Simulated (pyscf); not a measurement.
Thermochemistry of product channels of `[OH][Al]([F])[F]` on the singlet surface, in kcal/mol, from CCSD(T)/def2-TZVPP + ΔMP2(QZVPP) energies (ideal gas, 1 atm, RRHO with modes under 100 cm⁻¹ raised to 100, one conformer, R ln 2 for rigid chiral ones). PySCF, gas phase, ωB97X-D3(BJ)/def2-SVP geometries. MP2 and CC: frozen core, UHF for open shells. ΔMP2 is the change of the MP2 total energy from the triple- to the quadruple-zeta basis.

| products | ΔE | ΔH(298 K) | ΔG(298 K) | ΔG(600 K) |
|---|---|---|---|---|
| `[O]=[Al][F]` + `[FH]` | +105.0 | +103.6 | +95.2 | +86.7 |
| `[OH][Al]` [singlet] + `[F][F]` | +231.3 | +229.9 | +220.7 | +211.5 |

These are energies of the channels, which say nothing of barriers. The CCSD(T) − MP2 part came from Ansatz, without density fitting, on the same reference.
